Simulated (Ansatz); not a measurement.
C₃H₄ClN, SMILES `N=C1CC1Cl`. The species carries charge 0 and has multiplicity 1.

```xyz
9

N    -1.2674    0.2024   -1.4315
C    -0.3992    0.1528   -0.5334
C     1.0267    0.1912   -0.2372
C    -0.0117   -0.0793    0.8591
Cl   -0.1597   -1.6755    1.5599
H    -2.1952    0.0180   -1.0446
H     1.6219   -0.6506   -0.5772
H     1.5562    1.1375   -0.1870
H    -0.1715    0.7035    1.5918
```

Q: List the harmonic frequencies (cm⁻¹, unscaled) at PBE0-D4/def2-TZVP in Ansatz. (An estimate is asked.)

A: Ansatz gave: 153, 293, 379, 504, 661, 726, 810, 973, 990, 1035, 1060, 1096, 1118, 1262, 1270, 1419, 1897, 3131, 3182, 3219, 3452.

Q: Is this a minimum?

A: Yes, all 21 modes are real.

Q: Give the ideal-gas thermochemistry at 298.15 K and 1 bar (rigid rotor, harmonic oscillator; point group C1, symmetry number 1).

A: Zero-point energy 171.3 kJ/mol; H(298) − E = 186.8 kJ/mol; entropy 304.6 J/(mol·K), of which translation 164.9, rotation 109.7, vibration 30.0; G(298) − E = 96.0 kJ/mol.

Q: And at 400, 500, 600, 800 and 1000 K?

A: 
```json
{"T (K)": "400", "H − E (kJ/mol)": "196.0", "S (J/mol/K)": "330.9", "G − E (kJ/mol)": "63.6"}
{"T (K)": "500", "H − E (kJ/mol)": "206.8", "S (J/mol/K)": "354.9", "G − E (kJ/mol)": "29.3"}
{"T (K)": "600", "H − E (kJ/mol)": "219.0", "S (J/mol/K)": "377.2", "G − E (kJ/mol)": "-7.3"}
{"T (K)": "800", "H − E (kJ/mol)": "246.7", "S (J/mol/K)": "416.9", "G − E (kJ/mol)": "-86.8"}
{"T (K)": "1000", "H − E (kJ/mol)": "277.5", "S (J/mol/K)": "451.2", "G − E (kJ/mol)": "-173.7"}
```
